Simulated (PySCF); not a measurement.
## C6H9: g tensor and hyperfine couplings

C₆H₉ (doublet state).
Atom-mapped SMILES: `[CH3:1][C:2]1=[CH:3][C@H:4]([CH3:5])[CH:6]1` (hydrogens: H7, H8, H9 on C1; H10 on C3; H11 on C4; H12, H13, H14 on C5; H15 on C6)

The calculation used UKS B3LYP, pcH-1 on C H, non-relativistic, mean-field spin-orbit, GIAO (PySCF). Geometry: GFN2-xTB; no solvent, vibrations or thermal averaging. The geometry wasn't refined by DFT: couplings that depend on bond lengths, twists or pyramidal angles can differ widely from those at the functional's own minimum. The SCF solution wasn't tested for stability. ⟨S²⟩ is 0.777 where a pure state has 0.75.

- g1, g2, g3: 2.00217, 2.00270, 2.00275
- g_iso: 2.00254
- Form of g: close to axial: the two nearest values differ by 9 % of g3 − g1
- ⟨S²⟩: 0.7768 (exact 0.7500)
- α and β electrons: 23, 22
- HOMO–LUMO gap, α and β orbitals: 5.72, 5.40 eV
- Basis functions: 240

Isotropic coupling and dipolar principal values T1 to T3, in 10⁻⁴ cm⁻¹ (1 × 10⁻⁴ cm⁻¹ = 2.998 MHz):

```
atom  isotope  a_iso     T1     T2    T3  Mulliken spin population
  C1      13C    1.5   -0.3    0.0   0.3                      0.02
  C2      13C  -16.2   -9.5    4.3   5.1                     -0.26
  C3      13C   21.9  -18.2  -17.5  35.7                      0.70
  C4      13C   -9.7   -0.7    0.2   0.5                     -0.08
  C5      13C    2.5   -0.5   -0.3   0.8                      0.01
  C6      13C   21.1  -17.4  -16.7  34.1                      0.68
  H7       1H   -6.7   -0.6   -0.3   0.9                     -0.01
  H8       1H   -1.1   -0.6   -0.5   1.1                      0.00
  H9       1H   -4.7   -0.6   -0.4   1.0                      0.00
 H10       1H  -15.4   -9.1    0.1   9.0                     -0.03
 H11       1H    5.0   -2.0   -0.1   2.1                      0.01
 H12       1H    2.1   -0.8   -0.5   1.4                      0.00
 H13       1H   -0.2   -1.4   -0.5   1.9                      0.00
 H14       1H    2.2   -0.8   -0.5   1.3                      0.00
 H15       1H  -14.8   -8.7    0.1   8.7                     -0.03
```

The largest Mulliken spin populations are on C3 (+0.70), C6 (+0.68), C2 (-0.26) and C4 (-0.08). The positive populations add up to 1.42 and the negative ones to -0.42, together 2S = 1. The angles at C3 add up to 360.0°, so it is planar; its axial dipolar tensor and the negative coupling of its proton fit spin in a p orbital normal to that plane.

Axes: g2 points within 10° of the C1–C2 bond and g3 points within 9° of the C6–H15 bond.

Under fast tumbling the dipolar parts average out, and these isotropic splittings remain: 2 × 1H (H10/H15, I = 1/2, 3 lines) with 1.62 mT, 1 × 1H (H11, I = 1/2, 2 lines) with 0.53 mT, 3 × 1H (H7/H8/H9, I = 1/2, 4 lines) with 0.44 mT and 3 × 1H (H12/H13/H14, I = 1/2, 4 lines) with 0.15 mT.

Class means assume fast exchange of nuclei equivalent by connectivity; if that motion is slow, each nucleus keeps its own coupling. The three 1H nuclei of mean -12.5 MHz run from -20.0 to -3.2 MHz in the frozen geometry. The three 1H nuclei of mean +4.2 MHz run from -0.7 to 6.7 MHz in the frozen geometry.

The 13C coupling of C3/C6 (mean 64.5 MHz) shows only in satellite lines or after enrichment, since that isotope makes up about 1.07 % of natural carbon.
